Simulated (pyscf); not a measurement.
## Four-centre exchange: `[BH3]` + `[CH3][OH]` -> `[BH2][O][CH3]` + `[H][H]`

Gas phase, singlet surface, charge 0. Bonds broken: B1–H2, O6–H10. Bonds formed: B1–O6, H2–H10. Optimised with ωB97X-D3(BJ)/def2-SVP in PySCF.

Transition state (Å):

```xyz
10

B     -1.7382    -0.8869     0.2433
H     -1.8756    -0.1982     1.4201
H     -0.7951    -1.6285     0.4099
H     -2.8345    -1.3249    -0.0090
C     -0.0399     0.5749    -0.9307
O     -1.4004     0.3929    -0.5806
H      0.2844    -0.2303    -1.6105
H      0.0625     1.5446    -1.4406
H      0.6177     0.5636    -0.0424
H     -1.6447     0.4454     0.6714
```

One imaginary mode, 1394i cm⁻¹; descent along it reached the two sides named, in the forms told below.

```json
[
 {"bond": "B1–H2", "change": "breaks", "reactant side (Å)": "1.221", "saddle": "1.370", "product side": "3.5"},
 {"bond": "O6–H10", "change": "breaks", "reactant side (Å)": "0.967", "saddle": "1.277", "product side": "2.8"},
 {"bond": "B1–O6", "change": "forms", "reactant side (Å)": "1.667", "saddle": "1.559", "product side": "1.345"},
 {"bond": "H2–H10", "change": "forms", "reactant side (Å)": "2.402", "saddle": "1.014", "product side": "0.762"}
]
```

Electronic energies relative to the separated reactants (eV):

```
level                   barrier  reaction energy  reverse barrier
----------------------  -------  ---------------  ---------------
ωB97X-D3(BJ)/def2-TZVP     0.21            -1.45             1.66
PBE/def2-TZVP             -0.13            -1.53             1.41
r²SCAN/def2-TZVP          -0.04            -1.55             1.51
B3LYP-D3(BJ)/def2-TZVP     0.20            -1.51             1.71
PBE0-D3(BJ)/def2-TZVP      0.00            -1.47             1.47
M06-2X/def2-TZVP           0.17            -1.54             1.71
ωB97M-D3(BJ)/def2-TZVP     0.18            -1.47             1.65
HF/def2-TZVP               1.14            -1.23             2.37
```

With ωB97M-D3(BJ)/def2-TZVP energies and thermal terms (ideal gas, 1 atm, RRHO with modes under 100 cm⁻¹ raised to 100, one conformer, R ln 2 for chiral ones without a mode under 150 cm⁻¹), in eV:

| T (K) | ΔH‡ | ΔG‡ | ΔH | ΔG |
|---|---|---|---|---|
| 298 | 0.17 | 0.61 | -1.56 | -1.48 |
| 600 | 0.16 | 1.07 | -1.52 | -1.41 |
| 900 | 0.17 | 1.52 | -1.49 | -1.36 |
| 1200 | 0.20 | 1.97 | -1.46 | -1.31 |

On the reactant side the descent ends in an adduct with a B–O contact, 0.89 eV under the separated species and 1.11 eV under the saddle at ωB97X-D3(BJ)/def2-TZVP. At PBE, r²SCAN the saddle lies under the separated reactants, which points to a path from their complex (located at ωB97X-D3(BJ) alone). What is counted as formed (B–O) is already present as a longer contact in the reactant adduct; forming that adduct is a step of its own. At the saddle there is also a short B–H contact that neither side keeps. H₂B–O–CH₃ lies 1.02 eV over its isomer H₃C–BH–OH (electronic energy, ωB97M-D3(BJ)/def2-TZVP). One saddle was located; it need not be the lowest between these sides.
